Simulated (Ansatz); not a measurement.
How far each method lies from full CI for SiCl, doublet

Geometry: a PBE0/def2-TZVP stationary point for this spin.

```xyz
2

Si    0.0000    0.0000    0.0000
Cl    0.0000    0.0000    2.0671
```

Basis 6-31G; Ansatz 0.2.0. Only valence electrons are correlated (noble-gas cores frozen), which leaves 11 electrons in 16 orbitals. Prefix R: restricted or restricted open-shell reference; prefix U: unrestricted. Active spaces: pair = (3e, 3o) about the gap; valence = (11e, 8o) chosen from the atoms' valence shells.

Full CI is exact within this basis and frozen core; it isn't the basis-set limit. The frozen core follows each run's orbitals, which can shift R against U totals by a few meV.

For open shells CISD and CISDTQ are restricted-active-space CI with the open shells as a complete middle space.

```
UHF ⟨S²⟩                          : 0.755
T1 diagnostic (RCCSD)             : 0.0187
largest doubles amplitude (RCCSD) : 0.076
T1 diagnostic (UCCSD)             : 0.0174
```

```json
{"level": "UHF", "E − E(RHF) (eV)": "-0.0223"}
{"level": "RMP2", "E − E(RHF) (eV)": "-1.8927"}
{"level": "UMP2", "E − E(RHF) (eV)": "-1.8950"}
{"level": "RCCSD", "E − E(RHF) (eV)": "-2.3002"}
{"level": "UCCSD", "E − E(RHF) (eV)": "-2.3003"}
{"level": "RCCSD(T)", "E − E(RHF) (eV)": "-2.3594"}
{"level": "UCCSD(T)", "E − E(RHF) (eV)": "-2.3593"}
```

Question: Estimate how far full CI in 6-31G lies from RCCSD(T). The table doesn't fix it; the size of (T) and the diagnostics are the guide.

Answer: Full CI in 6-31G lies 1.1 kJ/mol below RCCSD(T), which is 19 % of the (T) step (-5.7 kJ/mol). The diagnostics are small and one determinant leads, so the series closes fast and only a small part of (T) is left.

The other levels:

```tsv
level	E − E(full CI) (kJ/mol)	share of correlation (%)	wall time
CISD	15.9	93.04	0.36 s
BCCD(T)	0.9	99.59	0.39 s
RCCSDT	0.1	99.97	–
UCCSDT	0.1	99.97	–
CISDTQ	0.6	99.74	6 s
RCCSDT(Q)	0.1	99.96	2.6 s
UCCSDT(Q)	-0.1	100.03	2.2 s
RCCSDTQ	0.0	100.02	27 s
UCCSDTQ	-0.1	100.02	27 s
CASSCF (pair space)	195.2	14.67	–
NEVPT2 (pair space)	39.1	82.89	0.21 s
MRCISD (pair space)	12.5	94.53	–
MRCISD+Q (pair space)	3.2	98.61	0.42 s
CASSCF (valence space)	137.5	39.89	–
NEVPT2 (valence space)	33.9	85.19	0.6 s
MRCISD (valence space)	5.5	97.61	–
MRCISD+Q (valence space)	1.4	99.37	1.1 s
```

The correlation energy at full CI, counted from RHF, is -2.371 eV. That run took 99 s on 1 thread of AMD EPYC 9R45, shared host over 8,744,736 determinants.

Times hold each run's SCF and search for its determinant on a shared host, so for small cases they say little of a method's own cost; they ran on 1 thread of AMD EPYC 9R45. Some runs computed forces too.

The full-CI state has the irrep B1 of C2v, in the program's axes (one component, if the state is degenerate).

Natural occupations of full CI about the gap: 1.984 1.975 1.974 1.937 1.001 0.051 0.036 0.011 0.010 0.010; effectively unpaired electrons, Σ n²(2−n)², 1.04.
